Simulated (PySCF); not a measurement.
Scalar relativity in Ar (argon, neutral)

[Ar], closed-shell 1S; PBE calculated with PySCF 2.14 in dyall-av3z (19s12p3d2f, 84 functions), once non-relativistic with a point nucleus and once with spin-free X2C-1e and a Gaussian nucleus.

| shell | ε non-rel. (eV) | ε X2C (eV) | rms r non-rel. (bohr, spins averaged) | rms r X2C (bohr, spins averaged) | change of radius (%) |
| --- | --- | --- | --- | --- | --- |
| 1s | -3106.6 | -3118.7 | 0.09992 | 0.09926 | -0.66 |
| 2s | -294.73 | -296.87 | 0.4535 | 0.4511 | -0.53 |
| 2p | -229.77 | -229.79 | 0.4207 | 0.4200 | -0.17 |
| 3s | -24.064 | -24.284 | 1.525 | 1.518 | -0.45 |
| 3p | -10.288 | -10.270 | 1.830 | 1.830 | -0.01 |

The total energy goes from -527.3455 to -529.1757 hartree.

Ionisation energy, Ar [Ar] (1S) → Ar⁺ [Ne] 3s2 3p5 (2P) (eV):

```
           method  non-relativistic  spin-free X2C   shift
              UHF            14.557         14.537  -0.020
    MP2 (valence)            15.733         15.716  -0.017
SCS-MP2 (valence)            15.631         15.613  -0.017
   CCSD (valence)            15.549         15.533  -0.017
CCSD(T) (valence)            15.604         15.588  -0.016
              LDA            15.993         15.975  -0.017
              PBE            15.708         15.690  -0.018
             PBE0            15.717         15.699  -0.019
           r2SCAN            15.760         15.743  -0.016
             PW91            15.777         15.759  -0.018
```

Relativity contracts and stabilises s shells directly. The contracted s shells screen the nucleus better, so for spin-averaged p shells the direct and indirect effects partly cancel.
